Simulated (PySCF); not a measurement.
Species: PMe2PMe2, C₄H₁₂P₂.
Cartesian coordinates in Å at the PBE0-D3(BJ)/def2-SVP level; atoms count from 1:
```
atom  x, y, z in Å
C1     1.9171    1.2199    0.1372
P2     0.6019    0.1715    0.9207
C3     1.5062   -1.4481    0.9639
P4    -0.6108   -0.2066   -0.9110
C5    -1.9567   -1.2064   -0.1151
C6    -1.4713    1.4362   -0.9840
H7     1.5147    2.2203   -0.0808
H8     2.3138    0.7810   -0.7925
H9     2.7433    1.3461    0.8547
H10    2.3241   -1.3778    1.6978
H11    1.9253   -1.7267   -0.0163
H12    0.8267   -2.2449    1.3028
H13   -2.7785   -1.3335   -0.8367
H14   -2.3506   -0.7369    0.8003
H15   -1.5767   -2.2095    0.1310
H16   -0.7726    2.2068   -1.3429
H17   -1.8788    1.7464   -0.0084
H18   -2.2950    1.3725   -1.7121
```

Level of theory: core-valence-separated Tamm–Dancoff BHandHLYP/aug-pcX-1 (pcseg-1 on H, def2-SVPD on P) in PySCF, non-relativistic, gas phase, PBE0-D3(BJ)/def2-SVP geometry. BHandHLYP without relativity tends to put these K edges a few eV too low, so spacings mean more than positions.

The lowest roots of each edge with f over 0.003 (five at most, numbered afresh; weaker and dark ones are left out), with transition dipoles (au) in the frame of the coordinates:

| root | edge | E (eV) | μx | μy | μz |
| --- | --- | --- | --- | --- | --- |
| 1 | C | 285.92 | 0.0300 | 0.0511 | -0.0219 |
| 2 | C | 285.92 | 0.0964 | -0.0444 | -0.0104 |
| 3 | C | 285.92 | 0.0130 | 0.0667 | -0.0209 |
| 4 | C | 285.93 | -0.0579 | -0.0053 | 0.0147 |
| 5 | C | 286.07 | 0.0265 | -0.0187 | 0.0097 |

**Question.** What are the oscillator strengths?

**Answer.** f = (2/3) ΔE |μ|², with ΔE in hartree (27.2114 eV):

| root | ΔE (Eh) | \|μ\|² (au) | f | core hole on |
| --- | --- | --- | --- | --- |
| 1 | 10.5073 | 0.003991 | 0.028 | C1/C6 + C3/C5 |
| 2 | 10.5074 | 0.011372 | 0.080 | C1/C6 + C3/C5 |
| 3 | 10.5074 | 0.005055 | 0.035 | C1/C6 + C3/C5 |
| 4 | 10.5076 | 0.003597 | 0.025 | C1/C6 + C3/C5 |
| 5 | 10.5129 | 0.001146 | 0.008 | C1/C3/C5/C6 |

**Question.** Molecules are fixed in this frame and the field points along (1, 1, 0)/√2. What effective strengths 3 f cos²θ do the roots have (θ between field and μ)?

**Answer.** root 1 (C1/C6 + C3/C5): 0.069, root 2 (C1/C6 + C3/C5): 0.028, root 3 (C1/C6 + C3/C5): 0.067, root 4 (C1/C6 + C3/C5): 0.042, root 5 (C1/C3/C5/C6): 0.001. Averaged over all orientations cos²θ is 1/3, which gives f back. For degenerate partners only the sum has meaning, as the program may mix them freely.

One conformer stands for the species.
